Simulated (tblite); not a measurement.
# CH2ClN: the cost of one run

Computed with tblite 0.8.0 and PySCF 2.14.0; each step states its level. No surroundings beyond the atoms listed, unless a continuum is named. Atoms count from 0, parts from 1.

## 1. The system as given

5 atoms, charge 0, multiplicity 1; geometry: rigid parts in contact. Parts: 1 = atoms 0–1, `Cl`, charge 0; 2 = atoms 2–4, `C#N`, charge 0.

## 2. Search for minima with GFN2-xTB

The job: settings as JSON, then the geometry in Å.

```
{"job": {"kind": "dock", "xc": "GFN2-xTB", "basis": "xTB"}, "charge": 0, "multiplicity": 1, "parts": [{"atoms": "0-1", "charge": 0, "multiplicity": 1}, {"atoms": "2-4", "charge": 0, "multiplicity": 1}]}
Cl     0.638522     0.002816     0.004791
H     -0.638522    -0.002816    -0.004791
C     -2.091833     2.712893     1.253651
N     -1.609385     1.754525     0.875518
H     -2.540633     3.604597     1.605497
```

Method: GFN2-xTB search for minima from random contacts, gas phase.

Started as:

```console
OMP_NUM_THREADS=1 python cluster_run.py task.json out
```

This one command runs all jobs of the session in turn.

Q: Estimate the wall time of this first job on 1 thread of Arm Neoverse V1, shared host.

About 2.8 s.
